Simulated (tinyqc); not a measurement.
Worked calculation (part 1 of 2): RHF in the sto-3g basis, for H2F+, spin multiplicity 1. Computed by tinyqc, a small Python program that keeps every step (integrals from PySCF). Settings: charge = 1, multiplicity = 1, basis = sto-3g, energy threshold = 1e-09, iteration cap = 86, orthogonalisation = symmetric, start = random, DIIS depth = 3, method = RHF. Command: `OMP_NUM_THREADS=1 python tinyqc.py 25298 25299 out.jsonl` (the two numbers bound the seeds that draw the settings). One thread of a shared host (Intel(R) Xeon(R) Processor @ 2.60GHz), about 0.06 s of CPU time with the checks. Later iterations appear only in the table of the cycle.

## One-electron integrals

Geometry (angstrom):
```
atom         x          y         z
F     0.000000   0.000000  0.000000
H     0.000000   0.873000  0.482000
H     0.000000  -0.873000  0.482000
```

Basis sto-3g: exponents (1/bohr^2) and contraction coefficients of normalised primitives:
```
element  l (shell)    exponent  coefficient
F            s (1)  166.679130     0.154329
F            s (1)   30.360812     0.535328
F            s (1)    8.216821     0.444635
F            s (2)    6.464803    -0.099967
F            s (2)    1.502281     0.399513
F            s (2)    0.488588     0.700115
F            p (3)    6.464803     0.155916
F            p (3)    1.502281     0.607684
F            p (3)    0.488588     0.391957
H            s (1)    3.425251     0.154329
H            s (1)    0.623914     0.535328
H            s (1)    0.168855     0.444635
```

Overlap, kinetic and nuclear-attraction integrals over the contracted functions; the nuclear repulsion is the sum of Za Zb / Rab.

nuclear repulsion = 9.85479806 hartree

overlap S, order 1F 1s, 1F 2s, 1F 2px, 1F 2py, 1F 2pz, 2H 1s, 3H 1s:
```
[[1.000000, 0.237990, 0.000000, 0.000000, 0.000000, 0.040847, 0.040847],
 [0.237990, 1.000000, 0.000000, 0.000000, 0.000000, 0.396872, 0.396872],
 [0.000000, 0.000000, 1.000000, 0.000000, 0.000000, 0.000000, 0.000000],
 [0.000000, 0.000000, 0.000000, 1.000000, 0.000000, 0.280722, -0.280722],
 [0.000000, 0.000000, 0.000000, 0.000000, 1.000000, 0.154992, 0.154992],
 [0.040847, 0.396872, 0.000000, 0.280722, 0.154992, 1.000000, 0.178352],
 [0.040847, 0.396872, 0.000000, -0.280722, 0.154992, 0.178352, 1.000000]]
```

kinetic energy T (hartree), order 1F 1s, 1F 2s, 1F 2px, 1F 2py, 1F 2pz, 2H 1s, 3H 1s:
```
[[36.984577, -0.212858, 0.000000, 0.000000, 0.000000, -0.004581, -0.004581],
 [-0.212858, 1.037995, 0.000000, 0.000000, 0.000000, 0.089694, 0.089694],
 [0.000000, 0.000000, 3.248015, 0.000000, 0.000000, 0.000000, 0.000000],
 [0.000000, 0.000000, 0.000000, 3.248015, 0.000000, 0.188335, -0.188335],
 [0.000000, 0.000000, 0.000000, 0.000000, 3.248015, 0.103983, 0.103983],
 [-0.004581, 0.089694, 0.000000, 0.188335, 0.103983, 0.760032, -0.004431],
 [-0.004581, 0.089694, 0.000000, -0.188335, 0.103983, -0.004431, 0.760032]]
```

nuclear attraction V (hartree), order 1F 1s, 1F 2s, 1F 2px, 1F 2py, 1F 2pz, 2H 1s, 3H 1s:
```
[[-78.070882, -9.429388, 0.000000, 0.000000, -0.012308, -1.663204, -1.663204],
 [-9.429388, -12.598033, 0.000000, 0.000000, -0.149866, -3.802143, -3.802143],
 [0.000000, 0.000000, -12.441351, 0.000000, 0.000000, 0.000000, 0.000000],
 [0.000000, 0.000000, 0.000000, -12.587256, 0.000000, -2.338195, 2.338195],
 [-0.012308, -0.149866, 0.000000, 0.000000, -12.485828, -1.330556, -1.330556],
 [-1.663204, -3.802143, 0.000000, -2.338195, -1.330556, -6.156766, -1.266930],
 [-1.663204, -3.802143, 0.000000, 2.338195, -1.330556, -1.266930, -6.156766]]
```

core Hamiltonian H = T + V (hartree), order 1F 1s, 1F 2s, 1F 2px, 1F 2py, 1F 2pz, 2H 1s, 3H 1s:
```
[[-41.086305, -9.642245, 0.000000, 0.000000, -0.012308, -1.667785, -1.667785],
 [-9.642245, -11.560038, 0.000000, 0.000000, -0.149866, -3.712448, -3.712448],
 [0.000000, 0.000000, -9.193336, 0.000000, 0.000000, 0.000000, 0.000000],
 [0.000000, 0.000000, 0.000000, -9.339241, 0.000000, -2.149860, 2.149860],
 [-0.012308, -0.149866, 0.000000, 0.000000, -9.237813, -1.226573, -1.226573],
 [-1.667785, -3.712448, 0.000000, -2.149860, -1.226573, -5.396734, -1.271361],
 [-1.667785, -3.712448, 0.000000, 2.149860, -1.226573, -1.271361, -5.396734]]
```

## Two-electron integrals

Functions are numbered as in S; the eight-fold symmetry (ij|kl) = (ji|kl) = (kl|ij) leaves the list below.

Two-electron integrals (ij|kl) in chemists' order, unique and non-zero (hartree):
```
(11|11) 5.403501    (21|11) 0.841920    (21|21) 0.156299    (22|11) 1.268028
(22|21) 0.292344    (22|22) 0.926167    (31|31) 0.027998    (32|31) 0.043169
(32|32) 0.204588    (33|11) 1.264502    (33|21) 0.292403    (33|22) 0.925959
(33|33) 0.997514    (41|41) 0.027998    (42|41) 0.043169    (42|42) 0.204588
(43|43) 0.053770    (44|11) 1.264502    (44|21) 0.292403    (44|22) 0.925959
(44|33) 0.889973    (44|44) 0.997514    (51|51) 0.027998    (52|51) 0.043169
(52|52) 0.204588    (53|53) 0.053770    (54|54) 0.053770    (55|11) 1.264502
(55|21) 0.292403    (55|22) 0.925959    (55|33) 0.889973    (55|44) 0.889973
(55|55) 0.997514    (61|11) 0.146681    (61|21) 0.026996    (61|22) 0.050159
(61|33) 0.050082    (61|41) 0.000971    (61|42) 0.001818    (61|44) 0.050264
(61|51) 0.000536    (61|52) 0.001004    (61|54) 0.000100    (61|55) 0.050138
(61|61) 0.004711    (62|11) 0.365611    (62|21) 0.085399    (62|22) 0.301165
(62|33) 0.296799    (62|41) 0.005092    (62|42) 0.039473    (62|44) 0.306614
(62|51) 0.002811    (62|52) 0.021794    (62|54) 0.005419    (62|55) 0.299791
(62|61) 0.014960    (62|62) 0.119803    (63|31) 0.009010    (63|32) 0.053121
(63|43) 0.008343    (63|53) 0.004607    (63|63) 0.017898    (64|11) 0.215605
(64|21) 0.051014    (64|22) 0.192598    (64|33) 0.184320    (64|41) 0.011673
(64|42) 0.077111    (64|44) 0.207084    (64|51) 0.001470    (64|52) 0.013245
(64|54) 0.007962    (64|55) 0.186172    (64|61) 0.009318    (64|62) 0.093925
(64|64) 0.090977    (65|11) 0.119040    (65|21) 0.028166    (65|22) 0.106337
(65|33) 0.101766    (65|41) 0.001470    (65|42) 0.013245    (65|44) 0.105122
(65|51) 0.009822    (65|52) 0.060434    (65|54) 0.010196    (65|55) 0.112002
(65|61) 0.005145    (65|62) 0.051858    (65|64) 0.040349    (65|65) 0.040175
(66|11) 0.513682    (66|21) 0.121959    (66|22) 0.495628    (66|33) 0.478509
(66|41) 0.009289    (66|42) 0.100969    (66|44) 0.517427    (66|51) 0.005129
(66|52) 0.055747    (66|54) 0.021488    (66|55) 0.490373    (66|61) 0.021509
(66|62) 0.250758    (66|64) 0.228385    (66|65) 0.126096    (66|66) 0.774606
(71|11) 0.146681    (71|21) 0.026996    (71|22) 0.050159    (71|33) 0.050082
(71|41) -0.000971   (71|42) -0.001818   (71|44) 0.050264    (71|51) 0.000536
(71|52) 0.001004    (71|54) -0.000100   (71|55) 0.050138    (71|61) 0.004640
(71|62) 0.014496    (71|64) 0.008287    (71|65) 0.004990    (71|66) 0.020635
(71|71) 0.004711    (72|11) 0.365611    (72|21) 0.085399    (72|22) 0.301165
(72|33) 0.296799    (72|41) -0.005092   (72|42) -0.039473   (72|44) 0.306614
(72|51) 0.002811    (72|52) 0.021794    (72|54) -0.005419   (72|55) 0.299791
(72|61) 0.014496    (72|62) 0.096471    (72|64) 0.052142    (72|65) 0.040427
(72|66) 0.163536    (72|71) 0.014960    (72|72) 0.119803    (73|31) 0.009010
(73|32) 0.053121    (73|43) -0.008343   (73|53) 0.004607    (73|63) 0.013886
(73|73) 0.017898    (74|11) -0.215605   (74|21) -0.051014   (74|22) -0.192598
(74|33) -0.184320   (74|41) 0.011673    (74|42) 0.077111    (74|44) -0.207084
(74|51) -0.001470   (74|52) -0.013245   (74|54) 0.007962    (74|55) -0.186172
(74|61) -0.008287   (74|62) -0.052142   (74|64) -0.014713   (74|65) -0.021405
(74|66) -0.079723   (74|71) -0.009318   (74|72) -0.093925   (74|74) 0.090977
(75|11) 0.119040    (75|21) 0.028166    (75|22) 0.106337    (75|33) 0.101766
(75|41) -0.001470   (75|42) -0.013245   (75|44) 0.105122    (75|51) 0.009822
(75|52) 0.060434    (75|54) -0.010196   (75|55) 0.112002    (75|61) 0.004990
(75|62) 0.040427    (75|64) 0.021405    (75|65) 0.030618    (75|66) 0.075551
(75|71) 0.005145    (75|72) 0.051858    (75|74) -0.040349   (75|75) 0.040175
(76|11) 0.116703    (76|21) 0.027505    (76|22) 0.105319    (76|33) 0.103557
(76|44) 0.105859    (76|51) 0.001467    (76|52) 0.013607    (76|55) 0.106429
(76|61) 0.004758    (76|62) 0.040980    (76|64) 0.028089    (76|65) 0.020252
(76|66) 0.089343    (76|71) 0.004758    (76|72) 0.040980    (76|74) -0.028089
(76|75) 0.020252    (76|76) 0.017157    (77|11) 0.513682    (77|21) 0.121959
(77|22) 0.495628    (77|33) 0.478509    (77|41) -0.009289   (77|42) -0.100969
(77|44) 0.517427    (77|51) 0.005129    (77|52) 0.055747    (77|54) -0.021488
(77|55) 0.490373    (77|61) 0.020635    (77|62) 0.163536    (77|64) 0.079723
(77|65) 0.075551    (77|66) 0.300508    (77|71) 0.021509    (77|72) 0.250758
(77|74) -0.228385   (77|75) 0.126096    (77|76) 0.089343    (77|77) 0.774606
```

## Orthogonalisation

S = U s U^T; symmetric (Loewdin) form X = U s^(-1/2) U^T, so that X^T S X = 1.

eigenvalues of S: [0.446950, 0.503930, 0.910473, 1.000000, 1.073536, 1.317718, 1.747393]

X, order 1F 1s, 1F 2s, 1F 2px, 1F 2py, 1F 2pz, 2H 1s, 3H 1s:
```
[[1.023878, -0.137736, 0.000000, 0.000000, -0.005448, 0.018613, 0.018613],
 [-0.137736, 1.163228, 0.000000, 0.000000, 0.053860, -0.225103, -0.225103],
 [0.000000, 0.000000, 1.000000, 0.000000, 0.000000, 0.000000, 0.000000],
 [0.000000, 0.000000, 0.000000, 1.081010, 0.000000, -0.185431, 0.185431],
 [-0.005448, 0.053860, 0.000000, 0.000000, 1.020566, -0.086277, -0.086277],
 [0.018613, -0.225103, 0.000000, -0.185431, -0.086277, 1.128292, -0.070527],
 [0.018613, -0.225103, 0.000000, 0.185431, -0.086277, -0.070527, 1.128292]]
```

## Starting guess

The start is random orthonormal orbitals; D = 2 C_occ C_occ^T.

D at the start, order 1F 1s, 1F 2s, 1F 2px, 1F 2py, 1F 2pz, 2H 1s, 3H 1s:
```
[[1.985890, -0.478656, -0.040822, 0.190535, -0.115701, 0.250924, 0.573902],
 [-0.478656, 2.795226, -0.080501, -0.064414, 0.336616, -1.294346, -1.327240],
 [-0.040822, -0.080501, 1.415941, 0.604759, -0.239687, -0.818897, 0.573948],
 [0.190535, -0.064414, 0.604759, 1.699268, 0.303960, -0.166402, -0.144721],
 [-0.115701, 0.336616, -0.239687, 0.303960, 1.999538, -0.656040, 0.000438],
 [0.250924, -1.294346, -0.818897, -0.166402, -0.656040, 1.402603, 0.086700],
 [0.573902, -1.327240, 0.573948, -0.144721, 0.000438, 0.086700, 1.127325]]
```

## Iteration 1: building the Fock matrix

J_ij = sum D_kl (ij|kl), K_ij = sum D_kl (ik|jl); F = H + J - 0.5 K; E = tr D H + tr D J / 2 - 0.25 tr D K + E_nn.

Coulomb J (hartree), order 1F 1s, 1F 2s, 1F 2px, 1F 2py, 1F 2pz, 2H 1s, 3H 1s:
```
[[19.416204, 3.706016, -0.013650, -0.001821, 0.009014, 0.640271, 0.640497],
 [3.706016, 9.191260, -0.062487, -0.046061, 0.078713, 2.957956, 2.973417],
 [-0.013650, -0.062487, 9.137334, 0.041794, -0.028033, -0.014778, -0.023786],
 [-0.001821, -0.046061, 0.041794, 9.210113, 0.020553, 1.879529, -1.910141],
 [0.009014, 0.078713, -0.028033, 0.020553, 9.201509, 1.069195, 1.068860],
 [0.640271, 2.957956, -0.014778, 1.879529, 1.069195, 5.039659, 1.042173],
 [0.640497, 2.973417, -0.023786, -1.910141, 1.068860, 1.042173, 5.055656]]
```

exchange K (hartree), order 1F 1s, 1F 2s, 1F 2px, 1F 2py, 1F 2pz, 2H 1s, 3H 1s:
```
[[10.617274, 2.034329, -0.094251, 0.138704, -0.039888, 0.422899, 0.477187],
 [2.034329, 2.517140, -0.190421, -0.125155, -0.066984, 0.499720, 0.564710],
 [-0.094251, -0.190421, 1.975073, 0.302388, -0.252259, -0.278662, 0.016146],
 [0.138704, -0.125155, 0.302388, 2.287982, 0.133794, 0.466650, -0.625987],
 [-0.039888, -0.066984, -0.252259, 0.133794, 2.407199, 0.119168, 0.256155],
 [0.422899, 0.499720, -0.278662, 0.466650, 0.119168, 0.769950, 0.023614],
 [0.477187, 0.564710, 0.016146, -0.625987, 0.256155, 0.023614, 0.825061]]
```

Fock matrix F (hartree), order 1F 1s, 1F 2s, 1F 2px, 1F 2py, 1F 2pz, 2H 1s, 3H 1s:
```
[[-26.978738, -6.953394, 0.033475, -0.071173, 0.016650, -1.238963, -1.265881],
 [-6.953394, -3.627348, 0.032723, 0.016516, -0.037660, -1.004352, -1.021386],
 [0.033475, 0.032723, -1.043538, -0.109400, 0.098097, 0.124554, -0.031860],
 [-0.071173, 0.016516, -0.109400, -1.273119, -0.046344, -0.503656, 0.552713],
 [0.016650, -0.037660, 0.098097, -0.046344, -1.239904, -0.216962, -0.285790],
 [-1.238963, -1.004352, 0.124554, -0.503656, -0.216962, -0.742050, -0.240995],
 [-1.265881, -1.021386, -0.031860, 0.552713, -0.285790, -0.240995, -0.753609]]
```

total energy of this density = -94.98923066 hartree

## Iteration 1: diagonalisation and new density

Diagonalise F' = X^T F X, C = X C', fill 5 alpha and 5 beta electrons from the bottom; D = 2 C_occ C_occ^T. Each column has its largest component positive (the first on a tie).

F' = X^T F X (hartree):
```
[[-26.476092, -3.541560, 0.030958, -0.084621, 0.007123, -0.198432, -0.255905],
 [-3.541560, -2.382906, 0.017872, 0.013539, 0.007276, -0.274088, -0.288983],
 [0.030958, 0.017872, -1.043538, -0.147266, 0.093697, 0.147859, -0.080224],
 [-0.084621, 0.013539, -0.147266, -1.099095, -0.067306, -0.325444, 0.380451],
 [0.007123, 0.007276, 0.093697, -0.067306, -1.212710, -0.069844, -0.172419],
 [-0.198432, -0.274088, 0.147859, -0.325444, -0.069844, -0.406075, -0.046753],
 [-0.255905, -0.288983, -0.080224, 0.380451, -0.172419, -0.046753, -0.380032]]
```

orbital energies (hartree): [-26.991541, -1.957084, -1.360040, -1.283838, -1.044450, -0.325808, -0.037688]

coefficients C, order 1F 1s, 1F 2s, 1F 2px, 1F 2py, 1F 2pz, 2H 1s, 3H 1s:
```
[[0.994020, -0.271293, -0.018503, 0.023958, -0.000420, 0.073529, 0.004656],
 [0.025127, 1.065331, 0.072748, -0.116292, 0.008747, -0.563506, -0.065744],
 [-0.001277, -0.036269, 0.182610, -0.378815, 0.879590, 0.071006, -0.207643],
 [0.003745, -0.051035, 0.857261, 0.000519, -0.008249, -0.067976, 0.703667],
 [0.000364, 0.071623, 0.089655, 0.899012, 0.365006, -0.296797, -0.129089],
 [-0.004961, -0.054402, 0.152904, 0.064824, -0.244588, 0.882188, -0.708674],
 [-0.001280, -0.047732, -0.200481, 0.068263, 0.229690, 0.667299, 0.908673]]
```

D after iteration 1, order 1F 1s, 1F 2s, 1F 2px, 1F 2py, 1F 2pz, 2H 1s, 3H 1s:
```
[[2.125184, -0.536351, -0.008509, 0.003444, 0.001313, 0.017309, 0.033850],
 [-0.536351, 2.308906, 0.052723, 0.015913, -0.037043, -0.113270, -0.142792],
 [-0.008509, 0.052723, 1.903685, 0.301876, -0.011460, -0.419584, 0.282593],
 [0.003444, 0.015913, 0.301876, 1.475166, 0.141321, 0.271775, -0.342584],
 [0.001313, -0.037043, -0.011460, 0.141321, 1.909242, -0.042376, 0.247629],
 [0.017309, -0.113270, -0.419584, 0.271775, -0.042376, 0.180778, -0.159611],
 [0.033850, -0.142792, 0.282593, -0.342584, 0.247629, -0.159611, 0.199779]]
```

## Iteration 2: building the Fock matrix

As before.

Coulomb J (hartree), order 1F 1s, 1F 2s, 1F 2px, 1F 2py, 1F 2pz, 2H 1s, 3H 1s:
```
[[20.494655, 3.913726, 0.001607, -0.000847, 0.002812, 0.676029, 0.676070],
 [3.913726, 9.702380, 0.006284, -0.011442, 0.031852, 3.085789, 3.092985],
 [0.001607, 0.006284, 9.692996, 0.020747, -0.002494, 0.003209, -0.001232],
 [-0.000847, -0.011442, 0.020747, 9.685329, 0.008065, 1.943470, -1.956079],
 [0.002812, 0.031852, -0.002494, 0.008065, 9.702143, 1.086798, 1.088688],
 [0.676029, 3.085789, 0.003209, 1.943470, 1.086798, 4.996572, 1.068022],
 [0.676070, 3.092985, -0.001232, -1.956079, 1.088688, 1.068022, 5.032128]]
```

exchange K (hartree), order 1F 1s, 1F 2s, 1F 2px, 1F 2py, 1F 2pz, 2H 1s, 3H 1s:
```
[[11.092145, 1.920038, -0.001400, 0.002751, 0.001552, 0.348256, 0.351243],
 [1.920038, 3.165625, 0.008814, -0.009299, 0.019570, 0.983268, 0.994404],
 [-0.001400, 0.008814, 2.554737, 0.149610, -0.025387, -0.100208, 0.049571],
 [0.002751, -0.009299, 0.149610, 2.420826, 0.068382, 0.607473, -0.634571],
 [0.001552, 0.019570, -0.025387, 0.068382, 2.605819, 0.311525, 0.375922],
 [0.348256, 0.983268, -0.100208, 0.607473, 0.311525, 0.677923, 0.197430],
 [0.351243, 0.994404, 0.049571, -0.634571, 0.375922, 0.197430, 0.749280]]
```

Fock matrix F (hartree), order 1F 1s, 1F 2s, 1F 2px, 1F 2py, 1F 2pz, 2H 1s, 3H 1s:
```
[[-26.137723, -6.688539, 0.002307, -0.002222, -0.010271, -1.165884, -1.167336],
 [-6.688539, -3.440470, 0.001877, -0.006792, -0.127798, -1.118293, -1.116665],
 [0.002307, 0.001877, -0.777709, -0.054058, 0.010199, 0.053313, -0.026018],
 [-0.002222, -0.006792, -0.054058, -0.864325, -0.026126, -0.510126, 0.511066],
 [-0.010271, -0.127798, 0.010199, -0.026126, -0.838579, -0.295537, -0.325846],
 [-1.165884, -1.118293, 0.053313, -0.510126, -0.295537, -0.739124, -0.302054],
 [-1.167336, -1.116665, -0.026018, 0.511066, -0.325846, -0.302054, -0.739246]]
```

total energy of this density = -98.58997927 hartree

## Iteration 2: DIIS over 2 matrices

error matrix X^T (FDS - SDF) X:
```
[[0.000000, 0.026743, 0.024711, -0.074486, 0.038378, -0.022485, -0.208736],
 [-0.026743, 0.000000, 0.028041, 0.018560, -0.020110, 0.361243, 0.346110],
 [-0.024711, -0.028041, 0.000000, -0.168220, -0.018666, 0.109362, -0.095621],
 [0.074486, -0.018560, 0.168220, 0.000000, 0.060771, 0.290661, -0.238241],
 [-0.038378, 0.020110, 0.018666, -0.060771, 0.000000, 0.276674, 0.175611],
 [0.022485, -0.361243, -0.109362, -0.290661, -0.276674, 0.000000, -0.009087],
 [0.208736, -0.346110, 0.095621, 0.238241, -0.175611, 0.009087, 0.000000]]
```

B (overlaps of the stored error matrices):
```
[[1.5268650e+02, 4.6494065e+00],
 [4.6494065e+00, 1.2128063e+00]]
```

Minimise |sum c_i e_i|^2 with sum c_i = 1: solve [B -1; -1 0][c; lambda] = [0; -1] with B_ij = tr e_i^T e_j, and take F = sum c_i F_i.

DIIS coefficients: [-0.023766, 1.023766]

extrapolated F (hartree), order 1F 1s, 1F 2s, 1F 2px, 1F 2py, 1F 2pz, 2H 1s, 3H 1s:
```
[[-26.117735, -6.682244, 0.001566, -0.000584, -0.010911, -1.164147, -1.164994],
 [-6.682244, -3.436029, 0.001144, -0.007346, -0.129941, -1.121001, -1.118930],
 [0.001566, 0.001144, -0.771391, -0.052743, 0.008110, 0.051620, -0.025879],
 [-0.000584, -0.007346, -0.052743, -0.854610, -0.025646, -0.510280, 0.510076],
 [-0.010911, -0.129941, 0.008110, -0.025646, -0.829041, -0.297404, -0.326798],
 [-1.164147, -1.121001, 0.051620, -0.510280, -0.297404, -0.739054, -0.303505],
 [-1.164994, -1.118930, -0.025879, 0.510076, -0.326798, -0.303505, -0.738905]]
```

## Iteration 2: diagonalisation and new density

As before.

F' = X^T F X (hartree):
```
[[-25.638363, -3.417989, 0.001881, 0.000411, -0.022520, -0.154911, -0.155892],
 [-3.417989, -2.083973, -0.004243, -0.010426, -0.014395, -0.459378, -0.461922],
 [0.001881, -0.004243, -0.771391, -0.071386, 0.006109, 0.068920, -0.043548],
 [0.000411, -0.010426, -0.071386, -0.619563, -0.034242, -0.423682, 0.432576],
 [-0.022520, -0.014395, 0.006109, -0.034242, -0.771446, -0.187788, -0.233472],
 [-0.154911, -0.459378, 0.068920, -0.423682, -0.187788, -0.296530, -0.061608],
 [-0.155892, -0.461922, -0.043548, 0.432576, -0.233472, -0.061608, -0.288636]]
```

orbital energies (hartree): [-26.128067, -1.864012, -1.061710, -0.855808, -0.781978, -0.004091, 0.225764]

coefficients C, order 1F 1s, 1F 2s, 1F 2px, 1F 2py, 1F 2pz, 2H 1s, 3H 1s:
```
[[0.994449, -0.251224, 0.002790, 0.063349, 0.003374, 0.108887, 0.009414],
 [0.023958, 0.949172, -0.010107, -0.308492, -0.013316, -0.689716, -0.060485],
 [-0.000058, -0.002856, 0.038211, -0.105600, 0.987622, 0.032830, -0.104426],
 [0.000052, 0.009702, 0.721522, 0.006974, 0.064255, -0.075306, 0.840723],
 [0.001861, 0.120306, 0.025976, 0.902468, 0.102677, -0.461278, -0.080334],
 [-0.004467, 0.077583, 0.343698, 0.143371, -0.101411, 0.837617, -0.717115],
 [-0.004393, 0.078841, -0.348413, 0.200319, 0.102589, 0.682428, 0.852571]]
```

D after iteration 2, order 1F 1s, 1F 2s, 1F 2px, 1F 2py, 1F 2pz, 2H 1s, 3H 1s:
```
[[2.112150, -0.468491, -0.005183, 0.000571, 0.058432, -0.028467, -0.024223],
 [-0.468491, 1.993896, 0.032654, -0.002178, -0.331595, 0.054362, 0.030173],
 [-0.005183, 0.032654, 1.976035, 0.180532, 0.013509, -0.204769, 0.133254],
 [0.000571, -0.002178, 0.180532, 1.049731, 0.065603, 0.486444, -0.485268],
 [0.058432, -0.331595, 0.013509, 0.065603, 1.680285, 0.274457, 0.383484],
 [-0.028467, 0.054362, -0.204769, 0.486444, 0.274457, 0.310014, -0.190592],
 [-0.024223, 0.030173, 0.133254, -0.485268, 0.383484, -0.190592, 0.356558]]
```
